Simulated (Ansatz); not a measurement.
**BH₄− (singlet): from Hartree-Fock to the top rungs at distance B1–H5 = 1.350 Å, aug-cc-pVTZ**

An exercise on one series of results from a longer session: the logs are not shown, and one member is left open.

Computed with Ansatz 0.2.0, Gaussian basis. Level: aug-cc-pVTZ, core rule «outside noble gas», up to 1 orbitals frozen.

To be run: UHF; CCSD(T) on RHF; BCCD(T) on RHF; CCSDT(Q) on RHF; CASSCF and NEVPT2, 8 electrons in 8 orbitals.

3 further runs of the same task are left out: 2 for a known fault of the program, 1 set aside as unsound or not needed. Runs told in other sessions of the task aren't counted.

## The geometry

The geometry derives from a PBE0/def2-TZVPD stationary point (not a proven minimum). One bond is set to the value named and the two fragments are kept rigid.

5 atoms, charge -1, spin multiplicity 1.

Atoms are counted from 1 here; the program's logs count them from 0.

Bond lengths: B1–H2 1.239 Å, B1–H3 1.239 Å, B1–H4 1.239 Å, B1–H5 1.350 Å. Angles: H2–B1–H3 109.5°, H2–B1–H4 109.5°, H2–B1–H5 109.5°, H3–B1–H4 109.5°, H3–B1–H5 109.5°, H4–B1–H5 109.5°.

As a file:

| atom | x (Å) | y (Å) | z (Å) |
| --- | --- | --- | --- |
| B1 | -0.00435 | 0.00436 | 0.00431 |
| H2 | 0.71002 | 0.72056 | 0.72021 |
| H3 | -0.72363 | -0.70774 | 0.71938 |
| H4 | -0.71603 | 0.71913 | -0.71568 |
| H5 | 0.77629 | -0.77875 | -0.77019 |

The first run:

Input file in.yaml:

```yaml
crystal:
  periodic: [false, false, false]
  atoms:
    - {symbol: B, position_ang: [-0.004348, 0.004362, 0.004314]}
    - {symbol: H, position_ang: [0.710018, 0.720564, 0.720211]}
    - {symbol: H, position_ang: [-0.723632, -0.707736, 0.719381]}
    - {symbol: H, position_ang: [-0.716031, 0.719129, -0.715678]}
    - {symbol: H, position_ang: [0.776286, -0.778745, -0.770188]}
basis:
  gaussian: {orbitals: aug-cc-pVTZ}
total_charge: -1
magnetization: {spin_polarized: true, initial_magnetization: 0}
hamiltonian: {xc: hf}
output: {orbitals: {seedname: orbitals}}
```

Started as:

```console
$ ansatz run in.yaml --threads 1 --pin off --events-out ev --progress --plain --max-ram 2816MiB --backend cpu
```

Among the steps run: UHF; CCSD(T) on RHF; BCCD(T) on RHF; CCSDT(Q) on RHF; CASSCF and NEVPT2, 8 electrons in 8 orbitals.

One of the session's tables, all rows but one given; the rest of the session is left out.

It belongs to the step «Misses and costs». 

```
        method  from RCCSDT(Q) (meV)
           RHF               +5427.7
          RMP2                +847.7
         RCCSD                +183.0
      RCCSD(T)                 +21.6
       BCCD(T)                 +20.8
        RCCSDT                  +4.1
     RCCSDT(Q)                     0
CASSCF valence               +3715.0
NEVPT2 valence                     ?
```

Estimate the missing values for NEVPT2 valence.

**Answer.** from RCCSDT(Q) (meV): +1036.6. In the column «from RCCSDT(Q) (meV)» it lies between RMP2 (+847.7) and CASSCF valence (+3715.0).
